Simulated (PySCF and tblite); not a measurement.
Values are calculated unless marked as measured or tabulated.
System: C₃H₅ (charge -1), numbered as in [CH2:1]=[CH:2][CH2-:3].

For the rotation about the C2–C3 bond (torsion C1–C2–C3–H from 179° to 361°, rising): electronic barrier 24.67 kcal/mol, zero-point change -0.91 kcal/mol, thermal and entropy terms at 298.15 K a further 0.65 kcal/mol (symmetry numbers apart). The minimum is C2v, the saddle Cs. The path came from a restrained scan, a climbing-image band and a saddle search at GFN2-xTB; energies are PBE0/pcSseg-1 + D3(BJ), IEF-PCM chloroform//GFN2-xTB, thermal terms GFN2-xTB. Rates follow Eyring's equation with the number of equivalent paths and no tunnelling. Run with tblite and PySCF.

Q: How many equivalent paths lead out of the minimum?

A: 4: the symmetry number of the minimum is 2, that of the saddle displaced along its mode 1, and the displaced saddle is chiral while the minimum is not, which doubles the count.

Q: Work out the rate at 298.15 K.

A: ΔG‡ = 24.41 kcal/mol; k_B T/h = 6.2×10¹² s⁻¹; exp(−ΔG‡/RT) = 1.3×10⁻¹⁸; times 4 gives k = 3.2×10⁻⁵ s⁻¹.

The ion is treated without a counter-ion.
